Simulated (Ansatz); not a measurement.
Process, species as SMILES: OCl (OH-Cl) → [OH] (OH) + Cl atom
B3LYP-D3(BJ)/def2-TZVP geometries, fixed; electronic energies without zero-point terms.
Largest species:
```
O
H 1 0.9686
Cl 1 1.7015 2 103.27
```

Core correlation in the bond dissociation energy at MP2 with Ansatz (a program for electronic structure), in kcal/mol: frozen core against 1s of Al to Cl frozen alone. Core-valence sets carry the plain set on hydrogen. Open shells are unrestricted.

| basis | functions, most | frozen core |
|---|---|---|
| cc-pV(D+d)Z | 42 | 50.52 |
| cc-pCVDZ | 50 | 49.63 |
| cc-pV(T+d)Z | 83 | 60.68 |
| cc-pCVTZ | 116 | 60.78 |
| cc-pwCVTZ | 116 | 60.99 |
| cc-pV(Q+d)Z | 149 | 63.47 |
| cc-pCVQZ | 223 | 63.55 |
| cc-pwCVQZ | 223 | 63.63 |

Problem. How large is the core term in each set?

Solution. The largest core-valence set, cc-pwCVQZ, gives a core term of 0.30 kcal/mol; the valence set cc-pV(Q+d)Z, which lacks functions for the core, gives 0.71. By row: cc-pV(D+d)Z 0.44, cc-pCVDZ 0.44, cc-pV(T+d)Z 1.08, cc-pCVTZ 0.34, cc-pwCVTZ 0.33, cc-pV(Q+d)Z 0.71, cc-pCVQZ 0.31, cc-pwCVQZ 0.30.
